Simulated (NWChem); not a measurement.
# Correlation energy of ethylene (C₂H₄)

```
C
C 1 1.3406
H 1 1.1026 2 121.77
H 1 1.1026 3 116.47 2 180.00
H 2 1.1026 1 121.77 3 180.00
H 2 1.1026 5 116.47 1 180.00
```
Charge 0, spin multiplicity 1.

All runs are NWChem calculations. Structure: optimised with PBE/def2-SVP, a minimum by its harmonic frequencies.

Basis set: STO-3G. Each correlation energy counts from its own Hartree-Fock reference.

The correlated methods keep 2 core orbitals frozen. Coupled-cluster values serve here as a point of comparison, not as the truth.

For the correlation energy, CCSD+T(CCSD) gives -164.8 mHa and MP2 gives -124.7 mHa. What do CCSD, SCS-MP2 give?

CCSD: -164.1 mHa; SCS-MP2: -135.6 mHa.
